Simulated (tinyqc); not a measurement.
CIS on RHF in the sto-6g basis, frozen core, for H2O, spin multiplicity 1, step by step. One step of it, computed by the program tinyqc.

Question. Integrals over molecular orbitals. (pq|rs) = sum C_ip C_jq C_kr C_ls (ij|kl), one index at a time.

coefficients C:
```
              MO1        MO2        MO3        MO4       MO5        MO6        MO7
1O 1s    0.996824  -0.226394   0.000000   0.089766  0.000000  -0.104498   0.000000
1O 2s    0.014487   0.880208   0.000000  -0.494290  0.000000   0.693710   0.000000
1O 2px   0.000000   0.000000   0.000000   0.000000  1.000000   0.000000   0.000000
1O 2py   0.000000   0.000000   0.615389   0.000000  0.000000   0.000000   0.918416
1O 2pz   0.002554   0.094749   0.000000   0.743141  0.000000   0.752748   0.000000
2H 1s   -0.002945   0.142376   0.450383   0.325139  0.000000  -0.720418  -0.751409
3H 1s   -0.002945   0.142376  -0.450383   0.325139  0.000000  -0.720418   0.751409
```

core Hamiltonian H = T + V (hartree), lower triangle:
```
             1O 1s      1O 2s     1O 2px     1O 2py     1O 2pz      2H 1s      3H 1s
1O 1s   -32.914693
1O 2s    -7.274654  -9.134959
1O 2px    0.000000   0.000000  -7.382248
1O 2py    0.000000   0.000000   0.000000  -7.495522
1O 2pz   -0.016571  -0.190636   0.000000   0.000000  -7.459814
2H 1s    -1.336528  -3.038920   0.000000  -1.691668  -1.455180  -4.634428
3H 1s    -1.336528  -3.038920   0.000000   1.691668  -1.455180  -1.207947  -4.634428
```

Two-electron integrals (ij|kl) in chemists' order, unique and non-zero (hartree):
```
(11|11) 4.787491    (21|11) 0.675884    (21|21) 0.121505    (22|11) 1.117379
(22|21) 0.249212    (22|22) 0.817383    (31|31) 0.025762    (32|31) 0.039145
(32|32) 0.180664    (33|11) 1.117381    (33|21) 0.249212    (33|22) 0.817382
(33|33) 0.880663    (41|41) 0.025762    (42|41) 0.039145    (42|42) 0.180664
(43|43) 0.047461    (44|11) 1.117381    (44|21) 0.249212    (44|22) 0.817382
(44|33) 0.785741    (44|44) 0.880663    (51|51) 0.025762    (52|51) 0.039145
(52|52) 0.180664    (53|53) 0.047461    (54|54) 0.047461    (55|11) 1.117381
(55|21) 0.249212    (55|22) 0.817382    (55|33) 0.785741    (55|44) 0.785741
(55|55) 0.880663    (61|11) 0.131385    (61|21) 0.022645    (61|22) 0.045450
(61|33) 0.045353    (61|41) 0.000855    (61|42) 0.001673    (61|44) 0.045526
(61|51) 0.000707    (61|52) 0.001384    (61|54) 0.000143    (61|55) 0.045471
(61|61) 0.004302    (62|11) 0.327706    (62|21) 0.074153    (62|22) 0.270334
(62|33) 0.265787    (62|41) 0.004584    (62|42) 0.034223    (62|44) 0.273883
(62|51) 0.003793    (62|52) 0.028320    (62|54) 0.006700    (62|55) 0.271331
(62|61) 0.013903    (62|62) 0.112541    (63|31) 0.008128    (63|32) 0.046121
(63|43) 0.007015    (63|53) 0.005805    (63|63) 0.015671    (64|11) 0.185375
(64|21) 0.042532    (64|22) 0.165360    (64|33) 0.157977    (64|41) 0.010412
(64|42) 0.065744    (64|44) 0.176826    (64|51) 0.001890    (64|52) 0.016238
(64|54) 0.009792    (64|55) 0.161276    (64|61) 0.008328    (64|62) 0.083685
(64|64) 0.077184    (65|11) 0.153399    (65|21) 0.035195    (65|22) 0.136836
(65|33) 0.130727    (65|41) 0.001890    (65|42) 0.016238    (65|44) 0.134713
(65|51) 0.009692    (65|52) 0.059558    (65|54) 0.010314    (65|55) 0.145067
(65|61) 0.006891    (65|62) 0.069250    (65|64) 0.050902    (65|65) 0.057793
(66|11) 0.480180    (66|21) 0.110677    (66|22) 0.462320    (66|33) 0.444132
(66|41) 0.008639    (66|42) 0.088895    (66|44) 0.476518    (66|51) 0.007149
(66|52) 0.073561    (66|54) 0.026800    (66|55) 0.466308    (66|61) 0.020949
(66|62) 0.247167    (66|64) 0.209649    (66|65) 0.173485    (66|66) 0.774999
(71|11) 0.131385    (71|21) 0.022645    (71|22) 0.045450    (71|33) 0.045353
(71|41) -0.000855   (71|42) -0.001673   (71|44) 0.045526    (71|51) 0.000707
(71|52) 0.001384    (71|54) -0.000143   (71|55) 0.045471    (71|61) 0.004240
(71|62) 0.013454    (71|64) 0.007357    (71|65) 0.006671    (71|66) 0.020044
(71|71) 0.004302    (72|11) 0.327706    (72|21) 0.074153    (72|22) 0.270334
(72|33) 0.265787    (72|41) -0.004584   (72|42) -0.034223   (72|44) 0.273883
(72|51) 0.003793    (72|52) 0.028320    (72|54) -0.006700   (72|55) 0.271331
(72|61) 0.013454    (72|62) 0.090910    (72|64) 0.046748    (72|65) 0.054424
(72|66) 0.162787    (72|71) 0.013903    (72|72) 0.112541    (73|31) 0.008128
(73|32) 0.046121    (73|43) -0.007015   (73|53) 0.005805    (73|63) 0.012250
(73|73) 0.015671    (74|11) -0.185375   (74|21) -0.042532   (74|22) -0.165360
(74|33) -0.157977   (74|41) 0.010412    (74|42) 0.065744    (74|44) -0.176826
(74|51) -0.001890   (74|52) -0.016238   (74|54) 0.009792    (74|55) -0.161276
(74|61) -0.007357   (74|62) -0.046748   (74|64) -0.012327   (74|65) -0.027392
(74|66) -0.075173   (74|71) -0.008328   (74|72) -0.083685   (74|74) 0.077184
(75|11) 0.153399    (75|21) 0.035195    (75|22) 0.136836    (75|33) 0.130727
(75|41) -0.001890   (75|42) -0.016238   (75|44) 0.134713    (75|51) 0.009692
(75|52) 0.059558    (75|54) -0.010314   (75|55) 0.145067    (75|61) 0.006671
(75|62) 0.054424    (75|64) 0.027392    (75|65) 0.044291    (75|66) 0.106460
(75|71) 0.006891    (75|72) 0.069250    (75|74) -0.050902   (75|75) 0.057793
(76|11) 0.119173    (76|21) 0.027260    (76|22) 0.108112    (76|33) 0.105532
(76|44) 0.107488    (76|51) 0.002168    (76|52) 0.019351    (76|55) 0.111317
(76|61) 0.005061    (76|62) 0.045178    (76|64) 0.029063    (76|65) 0.031262
(76|66) 0.104216    (76|71) 0.005061    (76|72) 0.045178    (76|74) -0.029063
(76|75) 0.031262    (76|76) 0.022704    (77|11) 0.480180    (77|21) 0.110677
(77|22) 0.462320    (77|33) 0.444132    (77|41) -0.008639   (77|42) -0.088895
(77|44) 0.476518    (77|51) 0.007149    (77|52) 0.073561    (77|54) -0.026800
(77|55) 0.466308    (77|61) 0.020044    (77|62) 0.162787    (77|64) 0.075173
(77|65) 0.106460    (77|66) 0.315470    (77|71) 0.020949    (77|72) 0.247167
(77|74) -0.209649   (77|75) 0.173485    (77|76) 0.104216    (77|77) 0.774999
```

Give: one-electron integrals over orbitals h = C^T H C; Two-electron integrals over orbitals.

Answer.

one-electron integrals over orbitals h = C^T H C (hartree), lower triangle:
```
          1        2        3        4        5        6        7
1  -32.9019
2    0.5752  -7.6296
3    0.0000   0.0000  -6.1041
4   -0.2211   0.5285   0.0000  -6.6776
5    0.0000   0.0000   0.0000   0.0000  -7.3822
6    0.2698  -1.2700   0.0000  -1.2765   0.0000  -5.3596
7    0.0000   0.0000  -1.7521   0.0000   0.0000   0.0000  -5.5220
```

Two-electron integrals over orbitals (pq|rs), unique and non-zero (hartree); the lowest 1 orbital is frozen and left out:
```
(22|22) 0.7272    (32|32) 0.1329    (33|22) 0.6244    (33|33) 0.6043
(42|22) -0.0195   (42|33) 0.0037    (42|42) 0.1295    (43|32) 0.0256
(43|43) 0.0545    (44|22) 0.6647    (44|33) 0.5746    (44|42) -0.0959
(44|44) 0.7157    (52|52) 0.1496    (53|53) 0.0271    (54|52) -0.0452
(54|54) 0.0499    (55|22) 0.7550    (55|33) 0.6101    (55|42) -0.0796
(55|44) 0.6975    (55|55) 0.8807    (62|22) 0.1363    (62|33) 0.0706
(62|42) 0.0294    (62|44) 0.0675    (62|55) 0.1458    (62|62) 0.0975
(63|32) -0.0355   (63|43) -0.0354   (63|63) 0.0722    (64|22) 0.1209
(64|33) 0.0485    (64|42) -0.0490   (64|44) 0.1311    (64|55) 0.1439
(64|62) 0.0598    (64|64) 0.0934    (65|52) 0.0523    (65|54) 0.0044
(65|65) 0.0351    (66|22) 0.6024    (66|33) 0.5567    (66|42) 0.0491
(66|44) 0.5491    (66|55) 0.5840    (66|62) 0.0962    (66|64) 0.0516
(66|66) 0.5903    (72|32) 0.0517    (72|43) -0.0321   (72|63) 0.0313
(72|72) 0.0664    (73|22) 0.1587    (73|33) 0.0897    (73|42) -0.0797
(73|44) 0.1438    (73|55) 0.1995    (73|62) 0.0701    (73|64) 0.0984
(73|66) 0.0435    (73|73) 0.1596    (74|32) -0.0743   (74|43) -0.0111
(74|63) 0.0523    (74|72) -0.0165   (74|74) 0.0715    (75|53) 0.0238
(75|75) 0.0245    (76|32) 0.0875    (76|43) 0.0597    (76|63) -0.0644
(76|72) -0.0061   (76|74) -0.0612   (76|76) 0.1133    (77|22) 0.6104
(77|33) 0.5886    (77|42) -0.0161   (77|44) 0.5824    (77|55) 0.6090
(77|62) 0.0631    (77|64) 0.0472    (77|66) 0.5559    (77|73) 0.0908
(77|77) 0.5989
```
